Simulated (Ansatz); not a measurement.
C3H6O2 can be A, `CCOC=O`, or B, `CC=C(O)O`.

Computed with Ansatz on PBE0-D4/def2-TZVP structures; ΔE is electronic, products minus reactants. CCSD(T)/CBS adds triple-zeta CCSD(T) − MP2 to the extrapolated MP2 energy (def2 sets, frozen cores). DFT in def2-TZVPP. B3LYP here is the variant with VWN-RPA as its local correlation; programs differ in this. One conformer a species, not always the lowest.

Task: Which is lower in electronic energy at CCSD(T)/CBS, and by how much? (Best estimate.)

Result: Computed: A, by 12.3 kcal/mol.

Task: Give E(B) − E(A) in kcal/mol with MP2/def2-TZVPP, PBE0-D4, r2SCAN-D4, CCSD(T)/def2-TZVPP, PBE-D4, B3LYP-D4, B3LYP. (Best estimate.)

Result: Computed: MP2/def2-TZVPP 13.3, PBE0-D4 11.5, r2SCAN-D4 13.0, CCSD(T)/def2-TZVPP 13.7, PBE-D4 12.5, B3LYP-D4 13.7, B3LYP 13.7. None reverses the order clearly.

Largest T1 diagnostic: 0.014.

From PBE to PBE0 (25 % exact exchange), in def2-TZVPP and without D4, E(B) − E(A) moves by −1.0 kcal/mol. In def2-TZVPP, CCSD(T) changes the Hartree–Fock value by −2.6 kcal/mol (the triples alone add +0.2 kcal/mol) and MP2 by −3.0 kcal/mol.
